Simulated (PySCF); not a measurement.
methanethiol cation (CH₄S), SMILES CS (connectivity only; charge and spin as stated), charge +1, multiplicity 2. Atoms are numbered in the order given.

```xyz
6

C      0.0120    -1.1207     0.0000
S     -0.0907     0.6382     0.0000
H      0.5714    -1.4427     0.8887
H     -1.0016    -1.5187     0.0000
H      0.5714    -1.4427    -0.8887
H      1.2382     0.9165     0.0000
```
Charge +1, spin multiplicity 2.

The structure is a stationary point at PBE0-D3(BJ)/def2-TZVP. The spin state was assumed, not searched.

These are CAM-B3LYP/def2-TZVPD (PySCF) values and carry that method's errors.

Mulliken values depend strongly on the basis, most of all with diffuse functions as here. ESP charges are fitted to the potential on shells at 1.4 to 2.0 van der Waals radii. Atomic charges (e):

| atom | ESP fit | meta-Löwdin | Mulliken spin |
|---|---|---|---|
| C1 | -0.44 | … | -0.07 |
| S2 | 0.49 | … | 0.98 |
| H3 | 0.24 | … | 0.06 |
| H4 | 0.26 | … | -0.01 |
| H5 | 0.24 | … | 0.06 |
| H6 | 0.22 | … | -0.02 |

Question: Some entries are withheld; supply them. (The exact figures need the calculation; the answer reports its results.)

Answer: 
- C1, meta-Löwdin: -0.42
- S2, meta-Löwdin: 0.66
- H3, meta-Löwdin: 0.20
- H4, meta-Löwdin: 0.19
- H5, meta-Löwdin: 0.20
- H6, meta-Löwdin: 0.16
